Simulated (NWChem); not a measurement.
**One shape, several levels: S2 (sulfur dimer)**

We compute a comparison of 6 runs (U-r2SCAN/cc-pVTZ, U-revPBE/cc-pVTZ, UB3LYP/cc-pVTZ, USVWN5/cc-pVTZ, UTPSS/cc-pVTZ, UCCSD(T)/cc-pVTZ) of S2 (sulfur dimer). 

The results are computed with NWChem 7.3.0.

## (1) Starting point

S2 has 2 atoms, charge 0, and is taken as a triplet. As SMILES, `S=S`. The bond length is the measured one.

Bond lengths: S1–S2 1.889 Å.

## (2) Energy and forces at U-r2SCAN/cc-pVTZ (run 1)

Input file run.py:

```python
from ase import Atoms
from ase.calculators.nwchem import NWChem

mol = Atoms(['S', 'S'], positions=[
    [0.000000, 0.000000, 0.000000],
    [0.000000, 0.000000, 1.889200],
])

calc = NWChem(
    label='mol',
    theory='dft',
    memory='2200 mb',
    basis='cc-pVTZ',
    basispar='spherical bse',
    dft={'xc': 'r2scan', 'mult': '3', 'grid': 'xfine', 'convergence': 'energy 1e-08', 'iterations': '100', 'mulliken': None},
)
mol.calc = calc

forces = mol.get_forces()
e = mol.get_potential_energy()
print(f"E = {e:.6f} eV")
print("forces (eV/A):")
for s, f in zip(mol.symbols, forces):
    print(f"{s:2s} {f[0]:10.5f} {f[1]:10.5f} {f[2]:10.5f}")
```

Started as:

```bash
$ export ASE_NWCHEM_COMMAND="nwchem PREFIX.nwi > PREFIX.nwo"
$ python run.py
```

The log of the run:

```text
E = -21669.854100 eV
forces (eV/A):
S    -0.00000    0.00000   -0.52780
S     0.00000   -0.00000    0.52780
```

The calculator wrote mol.nwi:

```
title "mol"

permanent_dir mol

scratch_dir mol

start mol

geometry units angstrom nocenter noautosym noautoz
  S  0.0000000000000000e+00 0.0000000000000000e+00 0.0000000000000000e+00
  S  0.0000000000000000e+00 0.0000000000000000e+00 1.8892000000000000e+00
end

memory 2200 mb

basis spherical bse noprint
   * library cc-pVTZ
end

dft
  xc r2scan
  mult 3
  grid xfine
  convergence energy 1e-08
  iterations 100
  mulliken
end

task dft gradient
```

mol.nwo:

```text
Northwest Computational Chemistry Package (NWChem) 7.3.0
             --------------------------------------------------------

           Job information
           ---------------

    nwchem branch   = 7.3.0
    use scalapack   = T
    input           = mol.nwi
    prefix          = mol.
    data base       = mol/mol.db
    status          = startup
    nproc           =        1

           Memory information
           ------------------

[... 5 lines left out ...]
    hardfail = no
[... 87 lines left out ...]
          Convergence on energy requested:  1.00D-08
[... 24 lines left out ...]
          total energy or number of iterations.
[... 77 lines left out ...]
      One electron energy =    -1242.107138294525
[... 1103 lines left out ...]
          Convergence on energy requested:  1.00D-08
[... 24 lines left out ...]
          total energy or number of iterations.
[... 33 lines left out ...]
                 ----------------------------------------
                 |  Time  |  1-e(secs)   |  2-e(secs)   |
                 ----------------------------------------
                 |  CPU   |       0.00   |       4.63   |
                 ----------------------------------------
                 |  WALL  |       0.00   |       4.63   |
                 ----------------------------------------

 Task  times  cpu:       26.7s     wall:       26.7s
 Total times  cpu:       26.7s     wall:       26.7s
```

Run time: 28 s. Hardware: 1 thread of Intel Xeon 6975P-C (Granite Rapids), shared host; peak memory 0.12 GiB.

## (3) Energy and forces at U-revPBE/cc-pVTZ (run 2)

Input file run.py:

```python
from ase import Atoms
from ase.calculators.nwchem import NWChem

system = Atoms('SS', positions=[
    [0.000000, 0.000000, 0.000000],
    [0.000000, 0.000000, 1.889200],
])

calc = NWChem(
    label='calc',
    theory='dft',
    memory='2200 mb',
    basis='cc-pVTZ',
    basispar='spherical bse',
    dft={'xc': 'revpbe cpbe96', 'mult': '3', 'grid': 'xfine', 'convergence': 'energy 1e-08', 'iterations': '100', 'mulliken': None},
)
system.calc = calc

forces = system.get_forces()
e = system.get_potential_energy()
print(f"E = {e:.6f} eV")
print("forces (eV/A):")
for s, f in zip(system.symbols, forces):
    print(f"{s:2s} {f[0]:10.5f} {f[1]:10.5f} {f[2]:10.5f}")
```

Started as:

```bash
$ export ASE_NWCHEM_COMMAND="nwchem PREFIX.nwi > PREFIX.nwo"
$ python run.py
```

The log of the run:

```text
E = -21667.453878 eV
forces (eV/A):
S     0.00000   -0.00000   -1.14831
S    -0.00000    0.00000    1.14831
```

The calculator wrote calc.nwi:

```
title "calc"

permanent_dir calc

scratch_dir calc

start calc

geometry units angstrom nocenter noautosym noautoz
  S  0.0000000000000000e+00 0.0000000000000000e+00 0.0000000000000000e+00
  S  0.0000000000000000e+00 0.0000000000000000e+00 1.8892000000000000e+00
end

memory 2200 mb

basis spherical bse noprint
   * library cc-pVTZ
end

dft
  xc revpbe cpbe96
  mult 3
  grid xfine
  convergence energy 1e-08
  iterations 100
  mulliken
end

task dft gradient
```

calc.nwo:

```text
Northwest Computational Chemistry Package (NWChem) 7.3.0
             --------------------------------------------------------

           Job information
           ---------------

    nwchem branch   = 7.3.0
    use scalapack   = T
    input           = calc.nwi
    prefix          = calc.
    data base       = calc/calc.db
    status          = startup
    nproc           =        1

           Memory information
           ------------------

[... 5 lines left out ...]
    hardfail = no
[... 89 lines left out ...]
          Convergence on energy requested:  1.00D-08
[... 24 lines left out ...]
          total energy or number of iterations.
[... 77 lines left out ...]
      One electron energy =    -1242.086389530658
[... 1107 lines left out ...]
          Convergence on energy requested:  1.00D-08
[... 24 lines left out ...]
          total energy or number of iterations.
[... 33 lines left out ...]
                 ----------------------------------------
                 |  Time  |  1-e(secs)   |  2-e(secs)   |
                 ----------------------------------------
                 |  CPU   |       0.00   |       3.82   |
                 ----------------------------------------
                 |  WALL  |       0.00   |       3.82   |
                 ----------------------------------------

 Task  times  cpu:       20.4s     wall:       20.4s
 Total times  cpu:       20.4s     wall:       20.4s
```

It took 22 s on 1 thread of Intel Xeon 6975P-C (Granite Rapids), shared host; peak memory 0.13 GiB.

Runs 3 to 5 aren't shown in full; the table further down has their settings and results.

## (4) A single-point energy at UCCSD(T)/cc-pVTZ (run 6)

Input file run.py:

```python
from ase import Atoms
from ase.calculators.nwchem import NWChem

atoms = Atoms(['S', 'S'], positions=[
    [0.000000, 0.000000, 0.000000],
    [0.000000, 0.000000, 1.889200],
])

calc = NWChem(
    label='s2',
    theory='tce',
    memory='2200 mb',
    basis='cc-pVTZ',
    basispar='spherical bse',
    scf={'nopen': '2', 'uhf': None, 'thresh': '1e-08', 'maxiter': '80'},
    tce={'scf': None, 'ccsd(t)': None, 'freeze': 'core 10', 'maxiter': '60'},
    task='energy',
)
atoms.calc = calc

print("Total energy (eV):", round(atoms.get_potential_energy(), 6))
```

Started as:

```bash
$ export ASE_NWCHEM_COMMAND="nwchem PREFIX.nwi > PREFIX.nwo"
$ python run.py
```

The log of the run:

```text
Total energy (eV): -21645.427954
```

The calculator wrote s2.nwi:

```
title "s2"

permanent_dir s2

scratch_dir s2

start s2

geometry units angstrom nocenter noautosym noautoz
  S  0.0000000000000000e+00 0.0000000000000000e+00 0.0000000000000000e+00
  S  0.0000000000000000e+00 0.0000000000000000e+00 1.8892000000000000e+00
end

memory 2200 mb

basis spherical bse noprint
   * library cc-pVTZ
end

scf
  nopen 2
  uhf
  thresh 1e-08
  maxiter 80
end
tce
  scf
  ccsd(t)
  freeze core 10
  maxiter 60
end

task tce energy
```

s2.nwo:

```text
Northwest Computational Chemistry Package (NWChem) 7.3.0
             --------------------------------------------------------

           Job information
           ---------------

    nwchem branch   = 7.3.0
    use scalapack   = T
    input           = s2.nwi
    prefix          = s2.
    data base       = s2/s2.db
    status          = startup
    nproc           =        1

           Memory information
           ------------------

[... 5 lines left out ...]
    hardfail = no
[... 98 lines left out ...]
         Quadratically convergent UHF
[... 16 lines left out ...]
         Total SCF energy =   -795.096663267698
[... 2 lines left out ...]
 Nuclear repulsion energy =     71.707270666908
[... 71 lines left out ...]
                    UHF Final Alpha Molecular Orbital Analysis
[... 567 lines left out ...]
 CCSD total energy / hartree       =      -795.435799393516845
[... 12 lines left out ...]
 CCSD[T]  correction energy / hartree =        -0.019474812593420
 CCSD[T] correlation energy / hartree =        -0.358610938412746
 CCSD[T] total energy / hartree       =      -795.455274206110289
 CCSD(T)  correction energy / hartree =        -0.019012587113355
 CCSD(T) correlation energy / hartree =        -0.358148712932681
 CCSD(T) total energy / hartree       =      -795.454811980630211

 Task  times  cpu:       45.2s     wall:       45.2s
 Total times  cpu:       45.2s     wall:       45.2s
```

Wall time 47 s (1 thread of Intel Xeon 6975P-C (Granite Rapids), shared host); peak memory 0.52 GiB.

## (5) Overview of the runs

```tsv
run	level	task	integration grid	energy (Eh)	dipole moment (D)	HOMO energy (eV)	LUMO energy (eV)	wall time
1	U-r2SCAN/cc-pVTZ	gradient	xfine	-796.352456	0.00	-6.15	-4.26	28 s
2	U-revPBE/cc-pVTZ	gradient	xfine	-796.264250	0.00	-5.73	-4.38	22 s
3	UB3LYP/cc-pVTZ	gradient	xfine	-796.437852	0.00	-6.76	-3.80	25 s
4	USVWN5/cc-pVTZ	gradient	xfine	-793.676837	0.00	-5.79	-4.73	18 s
5	UTPSS/cc-pVTZ	gradient	xfine	-796.453069	0.00	-5.90	-4.39	26 s
6	UCCSD(T)/cc-pVTZ	energy	–	-795.454812	–	-10.33	0.33	47 s
```

## (6) Outcome

| quantity | value |
| --- | --- |
| run 6: total energy | -795.45481 Eh |
| run 6: HOMO energy (Hartree–Fock orbitals) (highest over α and β) | -10.33 eV |
| run 6: LUMO energy (Hartree–Fock orbitals) (lowest over α and β) | 0.33 eV |
| run 6: correlation energy (10 core orbitals frozen) | -358.1 mEh |
| run 6: (T) correction | -19.01 mEh |
| run 6: ⟨S²⟩ of the reference determinant | 2.052 |

In words: Totals of different functionals can't be ranked against each other. All runs together took 2.7 min, the longest 47 s.
